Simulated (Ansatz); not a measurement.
# Phonon frequency of some elemental solids other than molecular ones, all diamond-structure

Method: LC-ωPBE (Ansatz, a first-principles code, PAW). References are measured values at room or unstated temperature, uncorrected unless marked, so that the deviations hold thermal and zero-point effects besides the level's error.

Values in cm⁻¹.

```json
[
 {"solid": "diamond-structure Si (L LA)", "reference": "378", "LC-ωPBE": "412", "deviation (%)": "+9.0"},
 {"solid": "diamond-structure Si (L TO)", "reference": "490", "LC-ωPBE": "?", "deviation (%)": "?"},
 {"solid": "diamond-structure Ge (L LO)", "reference": "245", "LC-ωPBE": "271", "deviation (%)": "+10.6"},
 {"solid": "diamond-structure Ge (X TA)", "reference": "80", "LC-ωPBE": "97", "deviation (%)": "+21"},
 {"solid": "diamond-structure Si (L LO)", "reference": "420", "LC-ωPBE": "451", "deviation (%)": "+7.4"},
 {"solid": "diamond-structure Si (X TA)", "reference": "150", "LC-ωPBE": "168", "deviation (%)": "+12.0"},
 {"solid": "diamond-structure Si (L TA)", "reference": "114", "LC-ωPBE": "125", "deviation (%)": "+9.6"},
 {"solid": "diamond-structure Ge (L TO)", "reference": "290", "LC-ωPBE": "322", "deviation (%)": "+11.0"},
 {"solid": "diamond-structure Ge (L LA)", "reference": "222", "LC-ωPBE": "246", "deviation (%)": "+10.8"},
 {"solid": "diamond-structure Ge (L TA)", "reference": "63", "LC-ωPBE": "73", "deviation (%)": "+15.9"}
]
```

Estimate the withheld LC-ωPBE value.

The deviations of the other rows run from +7.4 % to +21 %, with a median of +10.8 %; carried to the reference 490 it gives 543 cm⁻¹. The run gives 541 cm⁻¹ (+10.4 %), -0.4 % from the estimate; the row was drawn at random, and such an estimate is rough. Over these 10 values the mean deviation is +11.8 %, the mean absolute deviation 11.8 % (median 10.7 %), and the worst case diamond-structure Ge (X TA) at +21 %; the value is too high in 10 of 10 cases.

Differences are worked out from the printed values.

Each level is taken at its own relaxed cell. Ansatz's density-functional and Hartree–Fock values are scalar-relativistic unless marked +SOC, with PAW data made under PBE.

Not in this set, of the elemental solids other than molecular ones with a reference value in our tables and a result at some level: 25 for no value at LC-ωPBE (not run, a failed fit, an unstable or unbound cell, or a value held back for tests); 4 for a reference of another kind, counted apart. These can be a level's best or worst cases. Solids without a released value at any level aren't counted. Layered and molecular crystals are counted apart. The metals Ce to Yb are counted apart.

References as tabulated in Giannozzi et al., Phys. Rev. B (1991); Yang et al. (2021), arXiv:2106.07201.
